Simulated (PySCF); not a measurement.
C4H7N.
Structure used (PBE0-D3(BJ)/def2-SVP), in Å, numbered top down from 1:
```xyz
12
C4H7N angstrom
C      2.5665    0.4366    0.0118
C      1.1493    0.1512    0.1701
C     -0.0324   -0.0889    0.3063
C     -1.4725   -0.3505    0.4269
N     -2.3135    0.2256   -0.6085
H      2.7240    1.3490   -0.5847
H      3.0534    0.5894    0.9878
H      3.0883   -0.3894   -0.4965
H     -1.6388   -1.4412    0.4486
H     -1.8226    0.0138    1.4078
H     -2.0073   -0.1125   -1.5194
H     -2.1768    1.2348   -0.6322
```

Lines to be assigned: C 1s: 289.89 (area 1), 290.07 (area 1), 291.54 (area 1), 292.10 (area 1) eV; N 1s: 405.00 eV.

Theory: delta-SCF UKS SCAN, pcX-2 on the ionised atom, pcseg-1 elsewhere, spin-free X2C in PySCF. One conformer (not necessarily the lowest) at the PBE0-D3(BJ)/def2-SVP geometry, without solvent, vibrations or thermal averaging.

Problem. Which carbon gives which C 1s line?

Solution. 289.89 eV: C3 (alkyne carbon); 290.07 eV: C2 (alkyne carbon); 291.54 eV: C1 (propargylic carbon); 292.10 eV: C4 (sp3 carbon bound to nitrogen). Lowest listed C 1s: C3, bonded to C (triple bond) and C. Highest, 2.21 eV above it: C4, bonded to N, C and 2 H. The widest gap between neighbouring values is 1.47 eV, between 290.07 and 291.54 eV.

Bonded neighbours of each site: C1: C and 3 H; C2: C (triple bond) and C; C3: C (triple bond) and C; C4: N, C and 2 H; N5: C and 2 H.

Problem. Which photon energy gives electrons from C 1s of C3 a kinetic energy of 100 eV, and what is their de Broglie wavelength?

Solution. hν = 289.89 + 100 = 389.89 eV, recoil neglected; λ = 12.264 Å/√(E/eV) = 1.23 Å.

Time: 35 s of wall time. Hardware: one thread of an Arm Neoverse V1, on a shared host.
